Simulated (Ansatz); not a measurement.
in.yaml

```yaml
crystal:
  periodic: [false, false, false]
  atoms:
    - {symbol: B, position_ang: [0.000000, -0.102293, 1.246822]}
    - {symbol: P, position_ang: [0.000000, -0.002182, -0.452581]}
    - {symbol: H, position_ang: [0.000000, 1.164234, 0.534513]}
basis:
  gaussian: {orbitals: 6-31G}
magnetization: {spin_polarized: false, initial_magnetization: 3}
hamiltonian: {pseudopotentials: {relativity: none}}
correlation: {method: bccd, electrons: outside_noble_gas, diis_vectors: 2}
accuracy: high
scf: {omitted_lower_state_checks: [cluster_reference]}
```

```sh
$ ansatz run in.yaml --threads 1 --pin off --events-out ev --progress --plain --max-ram 2393MiB
```

The program prints:

```
these checks for a lower state are left out or cut short: cluster_reference
527 factors; integrals over basis functions are off by at most 3.2e-9 eV
mean field evaluation 1: about -9949.8305 eV, gradient 8.7e0 eV
mean field evaluation 2: about -9949.8372 eV, gradient 8.7e0 eV
mean field evaluation 4: about -9951.0074 eV, gradient 1.8e0 eV
mean field evaluation 8: about -9951.1095 eV, gradient 2.6e-1 eV
mean field evaluation 16: about -9951.1127 eV, gradient 1.2e-8 eV
mean field evaluation 32: about -9951.1008 eV, gradient 8.3e-1 eV
mean field -9951.54370070 eV, -365.7124856020 hartree, gradient 1.8e-8 eV, S^2 3.750000; 6 other end points of the search recorded, 0 dependent functions left out
6 core orbitals not correlated: weight in the atoms' cores, before any rotation towards them, 1.000 or more for the frozen orbitals, at most 0.000 for the correlated occupied ones
reference -9951.54370070 eV, -365.7124856020 hartree; 6, 3 occupied and 12, 15 virtual orbitals, 527 factors
second order -1.84460886 eV of doubles, -0.03782645 eV of singles
cycle   1  -2.25371041 eV  change   -3.7e-1 eV  update   5.7e-2
cycle   2  -2.40681345 eV  change   -1.5e-1 eV  update   2.7e-2
cycle   3  -2.43043529 eV  change   -2.4e-2 eV  update   1.4e-2
cycle   4  -2.43912092 eV  change   -8.7e-3 eV  update   8.8e-3
...
cycle  36  -2.44960930 eV  change    1.8e-8 eV  update   2.4e-8
cycle  37  -2.44960911 eV  change    1.9e-7 eV  update   8.0e-8
cycle  38  -2.44960905 eV  change    5.7e-8 eV  update   4.2e-8
cycle  39  -2.44960904 eV  change    1.0e-8 eV  update   2.3e-8
cycle  40  -2.44960904 eV  change    3.2e-9 eV  update   1.3e-8
cycle  41  -2.44960903 eV  change    7.1e-9 eV  update   7.0e-9
cycle  42  -2.44960903 eV  change    2.4e-9 eV  update   3.6e-9
cycle  43  -2.44960903 eV  change    2.5e-9 eV  update   1.9e-9
cycle  44  -2.44960903 eV  change   5.9e-10 eV  update   1.1e-9
cycle  45  -2.44960902 eV  change   6.6e-10 eV  update  6.9e-10
Total energy: -9953.99330972 eV, -365.8025070733 hartree
Checks for a lower state left out: cluster_reference
```

Ran on 1 thread of Arm Neoverse V2, shared host: 0.75 s wall, 0.19 GiB peak host memory.
